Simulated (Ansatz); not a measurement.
Program: Ansatz. Geometries: PBE0-D4/def2-TZVP. ΔE: electronic, gas phase. CCSD(T)/CBS is the MP2 limit (def2-TZVPP, def2-QZVPP) plus CCSD(T) − MP2 in def2-TZVPP, frozen cores. This one scheme is used for every species. DFT in def2-TZVPP. B3LYP here is the variant with VWN-RPA as its local correlation; programs differ in this. HSE06 is defined as in plane-wave codes. Triplets are unrestricted, without spin–orbit coupling. One conformer a species, not always the lowest.

`CC(C)(O)F` → `[CH2]` (triplet) + `CC(O)F`  (formal loss of a carbene)

`CC(C)(O)F`:

Z-matrix (Å, degrees):
```
C
C 1 1.513
H 1 1.091 2 110.1
H 1 1.090 2 110.6 3 120.6
H 1 1.093 2 109.9 3 -120.0
C 2 1.507 1 114.3 3 -62.1
O 2 1.382 1 112.4 3 61.2
F 2 1.400 1 106.4 3 179.4
H 6 1.090 2 109.2 1 -179.0
H 6 1.090 2 110.1 1 -59.1
H 6 1.090 2 110.1 1 61.5
H 7 0.962 2 108.6 1 48.2
```

`[CH2]` (triplet):

Cartesian coordinates in Å:
```
C -0.233 -0.080 0.124
H -0.349 0.038 -0.943
H 0.582 0.042 0.819
```

`CC(O)F`:

Cartesian coordinates in Å:
```
C 0.286 -0.447 -0.879
C 0.091 0.237 0.441
O -1.247 0.501 0.622
F 0.538 -0.600 1.459
H -0.329 -1.348 -0.912
H -0.013 0.218 -1.690
H 1.333 -0.720 -1.007
H 0.700 1.147 0.535
H -1.358 1.011 1.430
```

| level | ΔE (eV) | difference from CCSD(T)/CBS |
| --- | --- | --- |
| LDA (SPW92) | 5.52 | 0.77 |
| PBE-D4 | 4.76 | 0.01 |
| BLYP-D4 | 4.61 | -0.14 |
| r2SCAN-D4 | 4.52 | -0.23 |
| B97M-V | 4.76 | 0.01 |
| PBE0-D4 | 4.69 | -0.06 |
| B3LYP-D4 | 4.62 | -0.13 |
| r2SCANh-D4 | 4.50 | -0.25 |
| r2SCAN0-D4 | 4.47 | -0.28 |
| HSE06-D4 | 4.69 | -0.06 |
| BHLYP-D4 | 4.52 | -0.23 |
| ωB97X-V | 4.85 | 0.10 |
| ωB97M-V | 4.77 | 0.02 |
| B2PLYP | 4.61 | -0.14 |
| PBE-QIDH | 4.69 | -0.06 |
| PBE | 4.69 | -0.06 |
| revPBE | 4.40 | -0.35 |
| BLYP | 4.45 | -0.30 |
| r2SCAN | 4.50 | -0.25 |
| PBE0 | 4.62 | -0.13 |
| B3LYP | 4.51 | -0.24 |
| r2SCAN0 | 4.45 | -0.30 |
| HSE06 | 4.63 | -0.12 |
| BHLYP | 4.44 | -0.31 |
| CAM-B3LYP | 4.64 | -0.11 |
| LC-ωPBE | 4.61 | -0.14 |
| HF/def2-SVP | 3.26 | -1.49 |
| MP2/def2-SVP | 4.69 | -0.06 |
| CCSD/def2-SVP | 4.50 | -0.25 |
| CCSD(T)/def2-SVP | 4.60 | -0.15 |
| HF/def2-TZVPP | 3.17 | -1.58 |
| MP2/def2-TZVPP | 4.75 | 0.00 |
| SCS-MP2/def2-TZVPP | 4.74 | -0.01 |
| CCSD(T)/def2-TZVPP | 4.62 | -0.13 |
| HF/def2-QZVPP | 3.17 | -1.58 |
| MP2/def2-QZVPP | 4.82 | 0.07 |
| SCS-MP2/def2-QZVPP | 4.83 | 0.08 |
| HF/CBS(def2) | 3.17 | -1.58 |
| MP2/CBS(def2) | 4.88 | 0.13 |
| CCSD/CBS(def2) | 4.62 | -0.13 |
| CCSD(T)/CBS | 4.75 | 0 |

(1) What do rigid-rotor, harmonic-oscillator terms from PBE0-D4/def2-TZVP frequencies (298.15 K, 1 bar) make of the CCSD(T)/CBS value? (Best estimate.)

Largest T1 diagnostic among the species: 0.011.

Answers

(1) Computed: ΔZPE = -0.27 eV, ΔH = +4.54 eV, ΔS = 169 J/(mol·K), ΔG = +4.02 eV. Open shells count their whole term as degenerate.

In def2-TZVPP, CCSD(T) changes the Hartree–Fock value by +1.45 eV (the triples alone add +0.12 eV) and MP2 by +1.58 eV. The D4 term adds +0.12 eV with B3LYP and +0.06 eV with PBE0; it sums over pairs of atoms, weighted by their polarisabilities, and B3LYP, whose exchange is more repulsive, gets the larger term.
